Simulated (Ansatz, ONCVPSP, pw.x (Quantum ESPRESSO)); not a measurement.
## Ge (Z = 32): does the ONCV potential hold in the solid?

```
Element                 : germanium (Ge)
Generator               : ONCVPSP 4.0.1.1 (patched build)
Type                    : optimised norm-conserving Vanderbilt (ONCV)
Functional              : PBE
Relativity              : scalar-relativistic
Frozen core             : [Ar]
Valence charge          : 14
Reference configuration : 3d10 4s2 4p2
Partial waves           : 4s: rc 1.55 bohr, ncon 4, nbas 7, qcut 4.8 1/bohr, 2 projectors, debl 3.7 Ha; 4p: rc 2.10 bohr, ncon 5, nbas 8, qcut 4 1/bohr, 2 projectors, debl 3.4 Ha; 3d: rc 1.25 bohr, ncon 3, nbas 7, qcut 10.9 1/bohr, 1 projector
Local potential         : polynomial inside 1.15 bohr (lpopt 5, dvloc0 2 Ha)
Core correction         : none
```

Crystal test: diamond Ge in pw.x 7.5, no spin, 8³ k-points, Fermi–Dirac smearing 0.01 Ry, cutoffs 160/640 Ry. The reference is all-electron LAPW (Ansatz 0.2.0) with the same functional, mesh and smearing; V0 and B0 come from Birch–Murnaghan fits to the pressures at five volumes. Errors are pseudo minus all-electron; Δ is the rms difference of the E(V) curves that follow from these fits, minima aligned, over ±6 % about the mean V0. Mesh and smearing are coarse, so the numbers serve the comparison and aren't converged zero-temperature values; the lattice is a test structure that the element need not adopt.

```csv
V (Å³/atom),P all-electron (GPa),P pseudo (GPa)
22.753,3.34,3.74
23.352,1.55,1.92
23.951,0.00,0.34
24.550,-1.34,-1.03
25.149,-2.50,-2.22
```

All-electron: a0 = 5.765 Å (V0 = 23.95 Å³/atom), B0 = 57.6 GPa.

Pseudopotential: mean pressure error (GPa): +0.34; a0 (Å): 5.776; a0 error (%): +0.19; B0 error (%): -0.7; Δ (meV/atom): 1.8.

Q: At the middle volume, how do free energy and pressure move when the wave cutoff is lowered (ecutrho kept at four times it)?

A:

| cutoff (Ry) | shift of F (meV/atom) | shift of P (GPa) |
| --- | --- | --- |
| 72 | +40690.3 | -1295.87 |
| 96 | +2052.9 | -137.17 |
| 128 | +8.2 | -0.00 |

Input at the middle volume:

```
&control
  calculation='scf', prefix='x', pseudo_dir='./', outdir='./tmp', tstress=.true., disk_io='none'
/
&system
  ibrav=0, nat=2, ntyp=1, ecutwfc=160, ecutrho=640, nbnd=23,
  occupations='smearing', smearing='fd', degauss=0.01
/
&electrons
  conv_thr=1e-09, mixing_beta=0.4, electron_maxstep=70
/
ATOMIC_SPECIES
Ge 1.0 Ge.UPF
CELL_PARAMETERS angstrom
  0.00000000 2.88253474 2.88253474
  2.88253474 0.00000000 2.88253474
  2.88253474 2.88253474 0.00000000
ATOMIC_POSITIONS crystal
Ge 0.0000 0.0000 0.0000
Ge 0.2500 0.2500 0.2500
K_POINTS automatic
8 8 8 0 0 0
```

```bash
pw.x < Ge.scf.in > Ge.scf.out
```

Lines of the output:

```
Message from routine setup:
     using ibrav=0 with symmetry is DISCOURAGED, use correct ibrav instead
     lattice parameter (alat)  =       7.7035  a.u.
     unit-cell volume          =     323.2587 (a.u.)^3
     number of electrons       =        28.00
     number of Kohn-Sham states=           23
     kinetic-energy cutoff     =     160.0000  Ry
     charge density cutoff     =     640.0000  Ry
     scf convergence threshold =      1.0E-09
     Exchange-correlation= PBE
     number of k points=    29  Fermi-Dirac smearing, width (Ry)=  0.0100
     iteration #  1     ecut=   160.00 Ry     beta= 0.40
     total energy              =    -347.62817136 Ry
     estimated scf accuracy    <       0.03105338 Ry
     iteration #  2     ecut=   160.00 Ry     beta= 0.40
     total energy              =    -347.62715717 Ry
     estimated scf accuracy    <       0.00940112 Ry
     iteration #  3     ecut=   160.00 Ry     beta= 0.40
     total energy              =    -347.62758165 Ry
     estimated scf accuracy    <       0.00012087 Ry
     iteration #  4     ecut=   160.00 Ry     beta= 0.40
     total energy              =    -347.62759503 Ry
     estimated scf accuracy    <       0.00000410 Ry
     iteration #  5     ecut=   160.00 Ry     beta= 0.40
     total energy              =    -347.62759587 Ry
     estimated scf accuracy    <       0.00000024 Ry
     iteration #  6     ecut=   160.00 Ry     beta= 0.40
     total energy              =    -347.62759595 Ry
     estimated scf accuracy    <       0.00000004 Ry
     iteration #  7     ecut=   160.00 Ry     beta= 0.40
     total energy              =    -347.62759596 Ry
     estimated scf accuracy    <          4.8E-09 Ry
     iteration #  8     ecut=   160.00 Ry     beta= 0.40
     the Fermi energy is     8.0164 ev
!    total energy              =    -347.62759596 Ry
     estimated scf accuracy    <          2.8E-11 Ry
     smearing contrib. (-TS)   =      -0.00081402 Ry
     The total energy is F=E-TS. E is the sum of the following terms:
     one-electron contribution =    -253.61927123 Ry
     hartree contribution      =     143.99831324 Ry
     xc contribution           =     -44.17923719 Ry
     ewald contribution        =    -193.82658676 Ry
     convergence has been achieved in   8 iterations
          total   stress  (Ry/bohr**3)                   (kbar)     P=        3.42
     Message from routine punch:
     Nothing written, as per user request (disk_io='none')
```

The run at the middle volume (29 k-points, 8 iterations) took about 3.3 min on one core of a shared host (Neoverse-N1, 64 threads, 124 GiB, load 60).
